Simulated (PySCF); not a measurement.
# HS, SMILES `[SH]` (charge 0, multiplicity 2)

The numbers are results of r2SCAN-D4/def2-TZVP (PySCF), not measurements.

```yaml
highest_occupied_spin_orbital: -6.40 eV
dipole_moment: 0.91 D
total_energy: -398.7242 Ha
cost: about 19 core-seconds (a rough figure)
```

Bond lengths (Å): S1–H2 1.346.
Charge 0, spin multiplicity 2.
